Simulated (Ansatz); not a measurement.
Process, species as SMILES: FCl (F-Cl) → F atom + Cl atom
B3LYP-D3(BJ)/def2-TZVP geometries, fixed; electronic energies without zero-point terms.
Largest species:
```xyz
2

F      0.0000     0.0000    -1.0729
Cl     0.0000     0.0000     0.5680
```

The bond dissociation energy at MP2 with Ansatz (a quantum-chemistry and plane-wave program), in kcal/mol, split into its Hartree-Fock and correlation parts. Cores are frozen. Open shells are unrestricted. No added dispersion term, no relativity. Functions are those of the species that has most.

| basis | X | functions | Hartree-Fock | MP2 |
|---|---|---|---|---|
| aug-cc-pV(D+d)Z | 2 | 55 | 5.91 | 58.65 |
| aug-cc-pV(T+d)Z | 3 | 101 | 7.65 | 65.20 |
| aug-cc-pV(Q+d)Z | 4 | 169 | 8.09 | 67.48 |
| aug-cc-pV(5+d)Z | 5 | 263 | 8.15 | 68.25 |

Worked estimate of the basis-set limit from each neighbouring pair, with Hartree-Fock from the larger set and the correlation part extrapolated as X^-3.
Correlation parts: X = 2: 52.74, X = 3: 57.55, X = 4: 59.39, X = 5: 60.10.
- (2,3): (27·(57.55) - 8·(52.74))/19 = 59.58; with Hartree-Fock 7.65 the estimate is 67.23 kcal/mol.
- (3,4): (64·(59.39) - 27·(57.55))/37 = 60.73; with Hartree-Fock 8.09 the estimate is 68.82 kcal/mol.
- (4,5): (125·(60.10) - 64·(59.39))/61 = 60.84; with Hartree-Fock 8.15 the estimate is 68.99 kcal/mol.
The last two estimates differ by 0.17 kcal/mol; the largest set lies 0.74 from the last. Over the last step Hartree-Fock moves by 0.06 and the correlation part by 0.71.
